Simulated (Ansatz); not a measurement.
Two isomers of C5H8: A = `C#CC(C)C`, B = `CC1=CC1C`.

Program: Ansatz. Geometries: PBE0-D4/def2-TZVP. ΔE: electronic, gas phase. CCSD(T)/CBS is the MP2 limit (def2-TZVPP, def2-QZVPP) plus CCSD(T) − MP2 in def2-TZVPP, frozen cores. DFT in def2-TZVPP.

Problem. Which isomer does CCSD(T)/CBS put lower? Give the gap. (An estimate is asked.)

Solution. Ansatz gave: A, by 71.5 kJ/mol.

Problem. Give E(B) − E(A) in kJ/mol with PBE0-D4, MP2/def2-TZVPP, B2PLYP, CCSD(T)/def2-TZVPP, HF/def2-TZVPP, CCSD/def2-TZVPP, PBE-D4. (Best estimate.)

Solution. The calculation gave: PBE0-D4 42.6, MP2/def2-TZVPP 71.6, B2PLYP 70.0, CCSD(T)/def2-TZVPP 72.0, HF/def2-TZVPP 81.7, CCSD/def2-TZVPP 72.9, PBE-D4 42.1. None reverses the order clearly.

Largest T1 diagnostic: 0.010.

In def2-TZVPP, CCSD(T) changes the Hartree–Fock value by −9.6 kJ/mol (the triples alone add −0.8 kJ/mol) and MP2 by −10.1 kJ/mol.
